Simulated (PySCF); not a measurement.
## The electron affinity along group 14

All values are computed (PySCF 2.14, energy differences of UHF-based or UKS calculations, no spin-orbit coupling). Values in eV. The last column holds reference values (measured affinities from photodetachment; the arrow runs from anion to atom). Unmarked ones compare directly (S terms, centres of terms, or small fine structure); those marked * lie between the lowest fine-structure levels and include a spin-orbit shift.

| element | configurations | MP2 (valence) | SCS-MP2 (valence) | CCSD(T) (valence) | LDA | PBE0 | r2SCAN | reference |
| --- | --- | --- | --- | --- | --- | --- | --- | --- |
| C (aug-cc-pVQZ-DK, spin-free X2C) | [He] 2s2 2p3 → [He] 2s2 2p2 | 1.283 | 0.989 | 1.234 | 1.804 | 1.412 | 1.484 | 1.262 |
| Si (aug-cc-pVQZ-DK, spin-free X2C) | [Ne] 3s2 3p3 → [Ne] 3s2 3p2 | 1.400 | 1.217 | 1.397 | 1.587 | 1.449 | 1.527 | 1.390 * |
| Ge (aug-cc-pVQZ-DK, spin-free X2C) | [Ar] 3d10 4s2 4p3 → [Ar] 3d10 4s2 4p2 | 1.320 | 1.152 | 1.339 | 1.536 | 1.373 | 1.485 | 1.233 * |
| Sn (aug-cc-pVQZ-DK3, spin-free X2C) | [Kr] 4d10 5s2 5p3 → [Kr] 4d10 5s2 5p2 | 1.382 | 1.240 | 1.408 | 1.557 | 1.420 | 1.520 | 1.112 * |
| Pb (aug-cc-pVQZ-DK3, spin-free X2C) | [Xe] 4f14 5d10 6s2 6p3 → [Xe] 4f14 5d10 6s2 6p2 | 1.237 | 1.098 | 1.282 | n/a | n/a | n/a | 0.357 * |

The highest occupied level of the anion is positive for C⁻ at LDA, PBE0, r2SCAN; Si⁻ at LDA, PBE0, r2SCAN; Ge⁻ at LDA, PBE0, r2SCAN; Sn⁻ at LDA, PBE0, r2SCAN, so there the basis helps to hold the electron.

For Pb a determinant mixes LS terms or the coupling is close to jj, so these rows are model values.

"Valence" correlates the outer s and p shells and, in groups 3 to 12 and the f block, the outer d or f shell, open or full, or the next shell where the ion has no valence electron left; the wider scheme adds the next inner shell.
